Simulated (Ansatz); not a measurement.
Cartesian coordinates in Å:
```
C 1.149 -2.414 -0.044
N 1.369 -1.004 -0.196
C 0.382 -0.225 -0.057
C 0.600 1.221 -0.211
N -0.231 2.172 -0.120
C -1.621 1.953 0.171
H 1.800 -2.793 0.749
H 1.453 -2.923 -0.963
H 0.108 -2.681 0.187
H -0.621 -0.604 0.173
H 1.637 1.475 -0.436
H -1.938 0.914 0.308
H -1.874 2.515 1.075
H -2.213 2.393 -0.637
```

Total charge 0; spin multiplicity 1.

Task: List the ωB97M-V/def2-TZVPP orbital energies in eV (Ansatz). (An estimate is asked.)

Result: Computed: Occupied: -395.04, -394.75, -282.81, -282.59, -282.18, -282.06, -29.18, -28.45, -23.59, -22.47, -19.95, -18.25, -16.51, -16.04, -15.13, -14.85, -14.76, -13.81, -13.19, -12.29, -10.40, -10.15, -9.40. Lowest empty: 0.62, 2.83, 3.26, 3.58, 3.63, 4.51, 4.80, 4.83.
